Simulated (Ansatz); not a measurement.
Relative stability

Two isomers of Si2NH6 (charge +1), closed shell, relaxed at PBE0-D4/def2-TZVP (vibrations not checked).

A:

```csv
atom,x (Å),y (Å),z (Å)
N1,0.1694,0.5617,-0.0069
Si2,-0.8837,0.8285,-1.2308
Si3,0.4982,-0.9910,0.8708
H4,-1.6811,-0.3084,-1.7062
H5,-0.9931,2.1775,-1.8040
H6,0.7150,1.3595,0.3112
H7,1.9237,-1.2971,0.6492
H8,-0.4171,-1.9437,0.2082
H9,0.1638,-0.7442,2.2857
```

B:

```json
{"atom": "N1", "x (Å)": "0.0669", "y (Å)": "-0.5803", "z (Å)": "0.5795"}
{"atom": "Si2", "x (Å)": "0.9933", "y (Å)": "0.7523", "z (Å)": "-0.3917"}
{"atom": "Si3", "x (Å)": "-1.1732", "y (Å)": "0.2199", "z (Å)": "-0.6017"}
{"atom": "H4", "x (Å)": "-1.6087", "y (Å)": "-0.7922", "z (Å)": "-1.5785"}
{"atom": "H5", "x (Å)": "-2.1995", "y (Å)": "0.9117", "z (Å)": "0.1961"}
{"atom": "H6", "x (Å)": "1.4236", "y (Å)": "1.8008", "z (Å)": "0.5484"}
{"atom": "H7", "x (Å)": "2.0142", "y (Å)": "0.0969", "z (Å)": "-1.2262"}
{"atom": "H8", "x (Å)": "0.3213", "y (Å)": "-1.5522", "z (Å)": "0.4202"}
{"atom": "H9", "x (Å)": "-0.0642", "y (Å)": "-0.4401", "z (Å)": "1.5783"}
```

Program: Ansatz 0.2.0. Basis: def2-TZVPP. Cores are frozen in the correlated methods. B3LYP uses VWN-RPA correlation.

(1) Which structure is lower at CCSD(T), and by how much? (An estimate is asked for; the value comes from the calculation.)

(2) Do the other methods give the same order? (Judge from chemistry; the calculation decides.)

No T1 diagnostic of these runs exceeds 0.015.

Answers

(1) The calculation gives: A, by 3.51 kcal/mol (electronic energy, against the other). By their contacts, A is Si₂NH₆ ([SiH2][NH][SiH3]), total charge +1 and B is Si₂NH₆ ([NH2]1[SiH2][SiH2]1), total charge +1.

(2) Computed: Not all: PBE-D4, r2SCAN-D4, PBE0-D4 give the other order.

```tsv
method	E(B) − E(A) (kcal/mol)
PBE-D4	-2.10
r2SCAN-D4	-0.09
PBE0-D4	-1.91
B3LYP-D4	4.07
wB97M-V	2.43
HF	8.75
MP2	4.75
CCSD	3.96
CCSD(T)	3.51
```

Labels in which every atom is bracketed show which atoms are joined, not bond orders.
